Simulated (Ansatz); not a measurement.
The same path of CH6Si + H3N (12 atoms, charge 0, multiplicity 1) was run twice with different band settings. Lost on the way: Si1–C2, N9–H12. Made: Si1–N9, C2–H12.

Theory: RKS PBE/6-31G* (Ansatz 0.2.0).

Relaxed end points:

```xyz
12
Properties=species:S:1:pos:R:3
Si 0.411 0.045 0.190
C 0.514 -0.050 2.078
H -0.488 0.035 2.531
H 0.955 -1.009 2.399
H 1.141 0.764 2.479
H 1.780 -0.070 -0.418
H -0.183 1.349 -0.259
H -0.432 -1.068 -0.365
N -3.273 0.417 1.020
H -2.976 -0.249 0.296
H -2.766 1.287 0.815
H -2.876 0.064 1.899
```

```xyz
12
Properties=species:S:1:pos:R:3
Si -0.746 0.274 -1.144
C -0.005 -0.126 3.420
H -0.795 -0.215 4.182
H 0.600 -1.045 3.410
H 0.640 0.733 3.660
H 0.673 0.092 -0.655
H -0.774 1.540 -1.947
H -1.061 -0.903 -2.018
N -2.015 0.385 0.056
H -2.227 -0.450 0.604
H -2.026 1.205 0.666
H -0.460 0.024 2.428
```

Common settings: spring 5.0 eV/Å²; optimiser quadratic models (default); start path through a guess of the saddle point; force threshold 0.03 eV/Å; iteration limit 60; end points relaxed.

| run | movable images | climbing image |
| --- | --- | --- |
| 1 | 5 | yes |
| 2 | 3 | no |

What does each run give, and how far can it be trusted?

Run 1: converged after 30 iterations, highest image 2.016 eV above the first end. Neighbouring images differ by up to 2.3 eV, so the band resolves the path poorly. A vibrational analysis at the climbing image gives one clearly imaginary mode, 1147i cm⁻¹: a first-order saddle point.
Run 2: converged after 22 iterations, highest image 0.639 eV above the first end. No image climbed, so the highest image needn't sit at the top of the path. A band with more images between the same ends climbed to 2.02 eV, so this one has probably stepped over the top. So few images can step over the top or miss a turn of the path.
The orbitals stay closed-shell, which can raise the energy where a bond breaks towards radicals; this wasn't checked here.
